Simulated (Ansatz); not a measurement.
Two structures of CH$_{5}$BO, closed shell, reached by relaxing down either side of one saddle point (PBE0-D4/def2-TZVP). Energies are electronic, without zero-point energy. Computed with Ansatz 0.2.0 (basis: def2-TZVPP and def2-QZVPP); correlated methods freeze the cores. Extrapolation: Hartree–Fock as exp(−7.88 √X), correlation as X^−2.97. First:

```tsv
atom	x (Å)	y (Å)	z (Å)
B1	-0.6065	-0.0948	-0.4693
C2	0.4631	0.5660	0.4630
O3	-0.6290	-1.4167	-0.7640
H4	0.0799	-1.9097	-0.3404
H5	-1.4785	0.5527	-0.9813
H6	1.2035	-0.1255	0.8769
H7	0.9983	1.3515	-0.0821
H8	-0.0307	1.0764	1.2971
```

Second:

B1  (-1.623, -0.563, -1.323)
C2  (0.972, 0.342, 0.794)
O3  (-1.409, -1.739, -1.402)
H4  (0.809, -0.682, 0.458)
H5  (-1.838, 0.587, -1.251)
H6  (1.844, 0.374, 1.447)
H7  (1.147, 0.988, -0.067)
H8  (0.099, 0.692, 1.344)
(Å)

(1) Which bonds change from the first to the second?

(2) Give the saddle point's structure and its height above each. (An estimate is asked for; the value comes from the calculation.)

The T1 diagnostic stays at or below 0.016.

Results:

(1) CH₅BO ([CH3][BH][OH]) → BHO ([BH][O]) + CH₄; bonds formed: C2–H4; bonds broken: B1–C2, O3–H4.

(2) By the calculation: 265.5 kJ/mol above the first and 223.1 kJ/mol above the second (CCSD(T) at an estimated basis limit (MP2 extrapolated from triple and quadruple zeta, plus CCSD(T) − MP2 in triple zeta)).
```xyz
8
angstrom
B -0.7917 -0.2617 -0.6427
C 0.5170 0.3412 0.4545
O -0.6766 -1.5278 -0.8183
H 0.2235 -0.8741 -0.0143
H -1.4957 0.6474 -0.9784
H 1.3289 -0.2153 0.9451
H 0.9789 1.0922 -0.1859
H -0.0842 0.7980 1.2400
```

Labels in which every atom is bracketed show which atoms are joined, not bond orders.

For scale, one of the runs: CCSD(T)/def2-TZVPP, 163 basis functions, launched by `ansatz run in.yaml --threads 2 --pin off --events-out ev --progress --plain --max-ram 4352MiB`. Time: 18 s of wall clock on 2 CPU threads of an Arm Neoverse V2; the host was shared. Peak host memory: 1.3 GiB.
